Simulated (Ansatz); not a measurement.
# COF₂ (singlet): the correlation ladder, 6-31G

The task here is to estimate one member of a computed series from the others.

The runs use Ansatz 0.2.0, Gaussian basis; 6-31G, core rule «outside noble gas», up to 4 orbitals frozen.

The runs, in order: UHF; CCSD(T) on RHF; BCCD(T) on RHF; CISD; CCSDT(Q) on RHF; CCSDTQ on RHF; CASSCF and MRCISD+Q, 18 electrons in 13 orbitals; CASSCF and NEVPT2, 18 electrons in 13 orbitals.

17 further runs of the same task are left out: 17 set aside as unsound or not needed.

### The system

The geometry is an MP2(full)/6-31G* stationary point (not a proven minimum).

4 atoms, charge 0, spin multiplicity 1.

Atoms are counted from 1 here; the program's logs count them from 0.

Bond lengths: O1–C2 1.186 Å, C2–F3 1.326 Å, C2–F4 1.326 Å. Angles: O1–C2–F3 126.2°, O1–C2–F4 126.2°, F3–C2–F4 107.5°.

Set-up of the first run:

The input, in.yaml:

```yaml
crystal:
  periodic: [false, false, false]
  atoms:
    - {symbol: O, position_ang: [0.000000, 0.000000, 1.350051]}
    - {symbol: C, position_ang: [0.000000, 0.000000, 0.163694]}
    - {symbol: F, position_ang: [0.000000, 1.069490, -0.620212]}
    - {symbol: F, position_ang: [0.000000, -1.069490, -0.620212]}
basis:
  gaussian: {orbitals: 6-31G}
magnetization: {spin_polarized: true, initial_magnetization: 0}
hamiltonian: {xc: hf}
output: {orbitals: {seedname: orbitals}}
```

The run is started by

```bash
$ ansatz run in.yaml --threads 1 --pin off --events-out ev --progress --plain --max-ram 3956MiB --backend cpu
```

Steps of the session up to this table: UHF; CCSD(T) on RHF; BCCD(T) on RHF; CISD; CCSDT(Q) on RHF; CCSDTQ on RHF; CASSCF and MRCISD+Q, 18 electrons in 13 orbitals; CASSCF and NEVPT2, 18 electrons in 13 orbitals.

One table of the session follows, with a row left open; its other results are not shown here.

```
          method  from RCCSDTQ (meV)
             RHF            +12831.0
            RMP2              +250.7
            CISD             +1685.9
           RCCSD              +389.0
        RCCSD(T)               +54.1
         BCCD(T)               +43.9
          RCCSDT               +43.5
       RCCSDT(Q)                -6.2
         RCCSDTQ                   0
  CASSCF valence             +8127.7
  NEVPT2 valence              +796.9
  MRCISD valence              +654.4
MRCISD+Q valence                   ?
```

Estimate the missing values for MRCISD+Q valence.

The run gave: from RCCSDTQ (meV): +146.9. In the column «from RCCSDTQ (meV)» it lies between RCCSD(T) (+54.1) and RMP2 (+250.7).
